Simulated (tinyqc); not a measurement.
CCSD on RHF in the sto-3g basis, frozen core, for H2O, spin multiplicity 1, step by step. One step of it, computed by the program tinyqc.

Task: Orthogonalisation. S = U s U^T; symmetric (Loewdin) form X = U s^(-1/2) U^T, so that X^T S X = 1.

overlap S, order 1O 1s, 1O 2s, 1O 2px, 1O 2py, 1O 2pz, 2H 1s, 3H 1s:
$$\begin{pmatrix}
1.000000 & 0.236704 & 0.000000 & 0.000000 & 0.000000 & 0.063923 & 0.054491 \\
0.236704 & 1.000000 & 0.000000 & 0.000000 & 0.000000 & 0.522973 & 0.477428 \\
0.000000 & 0.000000 & 1.000000 & 0.000000 & 0.000000 & 0.000000 & 0.000000 \\
0.000000 & 0.000000 & 0.000000 & 1.000000 & 0.000000 & 0.356067 & -0.337172 \\
0.000000 & 0.000000 & 0.000000 & 0.000000 & 1.000000 & 0.217126 & 0.205451 \\
0.063923 & 0.522973 & 0.000000 & 0.356067 & 0.217126 & 1.000000 & 0.231937 \\
0.054491 & 0.477428 & 0.000000 & -0.337172 & 0.205451 & 0.231937 & 1.000000
\end{pmatrix}$$

Give: eigenvalues of S; X.

Result:

eigenvalues of S: [0.312, 0.389, 0.897, 1.000, 1.076, 1.387, 1.939]

X, order 1O 1s, 1O 2s, 1O 2px, 1O 2py, 1O 2pz, 2H 1s, 3H 1s:
$$\begin{pmatrix}
1.024 & -0.146 & 0.000 & -0.001 & -0.010 & 0.024 & 0.022 \\
-0.146 & 1.287 & 0.000 & 0.022 & 0.109 & -0.356 & -0.297 \\
0.000 & 0.000 & 1.000 & 0.000 & 0.000 & 0.000 & 0.000 \\
-0.001 & 0.022 & 0.000 & 1.147 & 0.008 & -0.281 & 0.253 \\
-0.010 & 0.109 & 0.000 & 0.008 & 1.045 & -0.145 & -0.126 \\
0.024 & -0.356 & 0.000 & -0.281 & -0.145 & 1.266 & -0.087 \\
0.022 & -0.297 & 0.000 & 0.253 & -0.126 & -0.087 & 1.213
\end{pmatrix}$$
